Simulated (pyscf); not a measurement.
HGa=AsH + hydrogen (H₂) -> HGa=AsH + hydrogen (H₂) (four-centre exchange; singlet surface; Ga–H, H–H broken, Ga–H, H–H formed). Structures and frequencies: ωB97X-D3(BJ)/def2-SVP in PySCF. Energies in kcal/mol from the separated reactants.

```json
[
 {"level": "PBE/def2-TZVP", "barrier": "(withheld)", "reaction energy": "0.0"},
 {"level": "r²SCAN/def2-TZVP", "barrier": "34.1", "reaction energy": "0.0"},
 {"level": "B3LYP-D3(BJ)/def2-TZVP", "barrier": "38.3", "reaction energy": "0.0"},
 {"level": "PBE0-D3(BJ)/def2-TZVP", "barrier": "(withheld)", "reaction energy": "0.0"},
 {"level": "M06-2X/def2-TZVP", "barrier": "40.5", "reaction energy": "0.0"},
 {"level": "HF/def2-TZVP", "barrier": "51.2", "reaction energy": "0.0"}
]
```

Some entries are withheld; supply them.


- PBE/def2-TZVP, barrier: 32.9
- PBE0-D3(BJ)/def2-TZVP, barrier: 34.9

The functionals in the table span 7.6 kcal/mol in this barrier, from PBE to M06-2X. At the saddle there is also a short Ga–H contact that neither side keeps. The same reactants have a lower exit, to H₂Ga–AsH₂ (barrier +26.5 kcal/mol at ωB97M-D3(BJ)/def2-TZVP, against +39.6 kcal/mol here). HGa=AsH lies 12.3 kcal/mol over its isomer Ga–AsH₂ [singlet] (electronic energy, ωB97M-D3(BJ)/def2-TZVP). One saddle was located; it need not be the lowest between these sides. Elements up to Kr have no core potential and no relativistic terms here.
